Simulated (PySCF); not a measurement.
Molecule: 1,4-cyclohexadiene (C1=CCC=CC1, C₆H₈).

Geometry (Å), atoms numbered from 1 in this order:
```xyz
14

C    -0.3027    1.3622   -0.1951
C     0.9690    1.0061   -0.1841
C     1.4360   -0.4023    0.0103
C     0.3024   -1.3624    0.1914
C    -0.9692   -1.0058    0.1821
C    -1.4361    0.4024   -0.0129
H    -0.5835    2.3968   -0.3411
H     1.7486    1.7440   -0.3203
H     2.1007   -0.4512    0.8825
H     2.0419   -0.7094   -0.8520
H     0.5834   -2.3975    0.3350
H    -1.7486   -1.7437    0.3190
H    -2.0424    0.7105    0.8485
H    -2.1001    0.4500   -0.8854
```

Frames of a GFN2-xTB Langevin trajectory at 200 K; GIAO PBE0/pcSseg-1 shieldings in PySCF 2.14.0 with density-fitted response routines, gas phase, non-relativistic; equivalent atoms averaged within each frame.

δ = σ(ref) − σ, references computed at the same level: 13C (σref 186.93), 1H (σref 31.72) against TMS. The references are static minima.

How do the shifts (ppm) fluctuate along the trajectory?

## Answers


```
         time (fs)  C1/C2/C4/C5  C3/C6  H7/H8/H11/H12  H9/H10/H13/H14
optimised geometry        131.3   30.5           5.95            2.88
               250        133.3   30.6           6.18            3.02
               425        135.5   31.5           6.23            2.97
               625        131.8   34.0           5.97            3.43
               800        131.1   32.7           5.94            3.09
              1000        133.3   33.4           6.18            3.14
    mean of frames        133.0   32.4           6.10            3.13
standard deviation          1.7    1.4           0.13            0.18
```

5 frames give an uncertainty of the mean of about the standard deviation over 2.2 at best, since frames this close in time may not be independent; classical motion lacks zero-point vibration, and the reference would need the same averaging.
